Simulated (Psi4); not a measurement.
Pair of molecules, SMILES c1ccccc1 with SMILES N (the first has 12 atoms); geometry from S22 set.
(charge 0, multiplicity 1):
```xyz
16

C     -0.739     0.516    -1.207
C     -1.426     0.397     0.000
C     -0.739     0.516     1.207
C      0.634     0.755     1.207
C      1.321     0.874     0.000
C      0.634     0.755    -1.207
H     -1.272     0.421    -2.143
H     -2.490     0.205     0.000
H     -1.272     0.421     2.143
H      1.167     0.847     2.144
H      2.386     1.060     0.000
H      1.167     0.847    -2.144
N      0.180    -2.949     0.000
H      0.760    -3.146    -0.806
H      0.760    -3.146     0.806
H      0.044    -1.945     0.000
```

Calculation: SAPT0/jun-cc-pV(D+d)Z in Psi4 1.11.

**Question.** Give the four SAPT terms and the total, and say what mostly holds the pair together.

**Answer.** electrostatics -8.3, exchange 10.7, induction -1.9, dispersion -9.0, total -8.5 kJ/mol; the largest attraction is dispersion.
